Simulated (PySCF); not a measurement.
**C3H5Cl3 (SMILES ClCC(Cl)CCl) at 4 levels**

Aim: a comparison of 4 runs (HF/def2-SVP, HF/pcseg-1, PBE0/def2-SVP, r2SCAN/aug-cc-pVDZ) of C3H5Cl3. 

Program for the calculation: PySCF 2.14.0.

### 1 Starting point

The species is C3H5Cl3 (11 atoms), meant as a singlet with charge 0. As SMILES, `ClCC(Cl)CCl`. The shape is that of a GFN2-xTB optimisation. This is one conformer, not always the lowest.

Bond lengths: Cl1–C2 1.780 Å, C2–C3 1.519 Å, C3–Cl4 1.793 Å, C3–C5 1.520 Å, C5–Cl6 1.782 Å, C2–H7 1.091 Å, C2–H8 1.090 Å, C3–H9 1.093 Å, C5–H10 1.090 Å, C5–H11 1.090 Å. Some angles: Cl1–C2–C3 110.6°, C2–C3–Cl4 109.6°, C2–C3–C5 112.2°, Cl4–C3–C5 107.1°, C3–C5–Cl6 110.1°, Cl1–C2–H7 107.3°, Cl1–C2–H8 107.5°, C3–C2–H7 109.9°, C3–C2–H8 111.1°, C2–C3–H9 110.4°.

### 2 Energy and forces at HF/def2-SVP (run 1)

Input file calc.py:

```python
# 1,2,3-trichloropropane
from pyscf import gto, scf

molecule = gto.Mole()
molecule.atom = '''
Cl    -5.055981    -1.352515    -0.091614
C     -2.176020     0.191675    -0.885110
C     -0.011149    -0.832292     0.697025
Cl     0.563195    -4.069544    -0.123305
C      2.436632     0.602256     0.243926
Cl     2.140417     3.774652     1.334184
H     -2.432096     2.201607    -0.506900
H     -1.838042    -0.118221    -2.894002
H     -0.510585    -0.812601     2.701004
H      3.988380    -0.259611     1.287981
H      2.895268     0.674613    -1.763152
'''
molecule.verbose = 4
molecule.unit = 'bohr'
molecule.basis = 'def2-svp'
molecule.max_memory = 1860
molecule.build()

mf = scf.RHF(molecule)
mf.conv_tol = 1e-10
mf.kernel()
if not mf.converged:
    mf = mf.newton().run(mf.mo_coeff, mf.mo_occ)

e_tot = mf.e_tot
print(f'total energy: {e_tot:.8f} hartree')
grad = mf.nuc_grad_method().kernel()
mf.analyze()
```

On the command line:

```bash
OMP_NUM_THREADS=1 python calc.py
```

The program printed:

```text
PySCF version 2.14.0

[... 99 lines left out ...]
MO #11  energy= -8.03491264675401  occ= 2
[... 21 lines left out ...]
MO #33  energy= -0.457682473369406 occ= 2
[... 21 lines left out ...]
MO #55  energy= 0.741364171835164  occ= 0
[... 21 lines left out ...]
MO #77  energy= 1.08192832127478   occ= 0
[... 21 lines left out ...]
MO #99  energy= 1.99562779330635   occ= 0
[... 21 lines left out ...]
MO #121 energy= 3.33336170116094   occ= 0
[... 135 lines left out ...]
Dipole moment(X, Y, Z, Debye):  1.52859,  0.87962, -0.55751
```

Run time: 20 s. Hardware: 1 thread of Intel Xeon at 2.70GHz, shared host; peak memory 0.32 GiB.

### 3 Energy and forces at HF/pcseg-1 (run 2)

Input file job.py:

```python
import pyscf.grad
from pyscf import gto

molecule = gto.M(
    atom=[
    ('Cl', (-2.675510, -0.715720, -0.048480)),
    ('C', (-1.151500, 0.101430, -0.468380)),
    ('C', (-0.005900, -0.440430, 0.368850)),
    ('Cl', (0.298030, -2.153510, -0.065250)),
    ('C', (1.289410, 0.318700, 0.129080)),
    ('Cl', (1.132660, 1.997460, 0.706020)),
    ('H', (-1.287010, 1.165040, -0.268240)),
    ('H', (-0.972650, -0.062560, -1.531440)),
    ('H', (-0.270190, -0.430010, 1.429310)),
    ('H', (2.110560, -0.137380, 0.681570)),
    ('H', (1.532110, 0.356990, -0.933020)),
],
    basis='pcseg-1',
    charge=0,
    max_memory=1860,
    verbose=4,
)

mf = molecule.RHF()
mf.conv_tol = 1e-10
mf.kernel()
if not mf.converged:
    mf = mf.newton().run(mf.mo_coeff, mf.mo_occ)

e_final = mf.e_tot
print('E(%s) = %.9f' % ('HF', e_final))
grad = mf.Gradients().kernel()
dip = mf.dip_moment()
pop, q = mf.mulliken_pop()
```

On the command line:

```bash
OMP_NUM_THREADS=1 python job.py
```

The program printed:

```text
PySCF version 2.14.0

[... 67 lines left out ...]
converged SCF energy = -1494.87786531498
[... 12 lines left out ...]
Dipole moment(X, Y, Z, Debye):  1.56557,  0.91772, -0.63757
[... 133 lines left out ...]
charge of   10H =      0.16274
```

Wall time 33 s (1 thread of Intel Xeon at 2.70GHz, shared host); peak memory 0.33 GiB.

Run 3 isn't shown in full; the table further down has it.

### 4 Energy and forces at r2SCAN/aug-cc-pVDZ (run 4)

Input file run.py:

```python
# 1,2,3-trichloropropane
from pyscf import gto, dft

mol = gto.M(
    atom=[
    ('Cl', (-2.675510, -0.715720, -0.048480)),
    ('C', (-1.151500, 0.101430, -0.468380)),
    ('C', (-0.005900, -0.440430, 0.368850)),
    ('Cl', (0.298030, -2.153510, -0.065250)),
    ('C', (1.289410, 0.318700, 0.129080)),
    ('Cl', (1.132660, 1.997460, 0.706020)),
    ('H', (-1.287010, 1.165040, -0.268240)),
    ('H', (-0.972650, -0.062560, -1.531440)),
    ('H', (-0.270190, -0.430010, 1.429310)),
    ('H', (2.110560, -0.137380, 0.681570)),
    ('H', (1.532110, 0.356990, -0.933020)),
],
    verbose=4,
    max_memory=1860,
    charge=0,
    spin=0,
    basis='aug-cc-pvdz',
)

calc0 = dft.RKS(mol, xc='r2scan')
calc0.grids.level = 5
calc0.conv_tol = 1e-10
calc0.kernel()
if not calc0.converged:
    calc0 = calc0.newton().run(calc0.mo_coeff, calc0.mo_occ)

etot = calc0.e_tot
print('E(%s) = %.9f' % ('R2SCAN', etot))
grad = calc0.nuc_grad_method().kernel()
calc0.analyze()
```

On the command line:

```bash
OMP_NUM_THREADS=1 python run.py
```

The program printed:

```text
PySCF version 2.14.0

[... 131 lines left out ...]
MO #25  energy= -0.485619571991116 occ= 2
[... 33 lines left out ...]
MO #59  energy= 0.133592996799982  occ= 0
[... 33 lines left out ...]
MO #93  energy= 0.459882689614061  occ= 0
[... 33 lines left out ...]
MO #127 energy= 0.913386172638369  occ= 0
[... 33 lines left out ...]
MO #161 energy= 1.61121520495463   occ= 0
[... 33 lines left out ...]
MO #195 energy= 2.93977375784218   occ= 0
[... 209 lines left out ...]
Dipole moment(X, Y, Z, Debye):  1.38774,  0.79186, -0.52281
```

It took 4.6 min on 1 thread of Intel Xeon at 2.70GHz, shared host; peak memory 3 GiB.

### 5 All runs side by side

```tsv
run	level	integration grid	energy (Eh)	dipole moment (D)	HOMO energy (eV)	LUMO energy (eV)	wall time
1	HF/def2-SVP	–	-1494.488676	1.85	-11.77	4.24	20 s
2	HF/pcseg-1	–	-1494.877865	1.92	-12.05	3.59	33 s
3	PBE0/def2-SVP	5	-1496.818071	1.64	-8.33	0.38	88 s
4	r2SCAN/aug-cc-pVDZ	5	-1497.806399	1.68	-7.51	-1.03	4.6 min
```

### 6 Summary of results

| quantity | value |
| --- | --- |
| run 4: total energy | -1497.80640 Eh |
| run 4: dipole moment | 1.68 D |
| run 4: HOMO energy | -7.51 eV |
| run 4: LUMO energy | -1.03 eV |
| run 4: HOMO–LUMO gap | 6.48 eV |
| run 4: largest force on an atom | 0.609 eV/Å |

In words: The dipole moment (its size) runs from 1.64 D (PBE0/def2-SVP) to 1.92 D (HF/pcseg-1). The two ends differ in method and basis. The HOMO–LUMO gap runs from 6.48 eV (r2SCAN/aug-cc-pVDZ) to 16.02 eV (HF/def2-SVP). Totals of different functionals can't be ranked against each other. All runs together took 7 min, the longest 4.6 min.
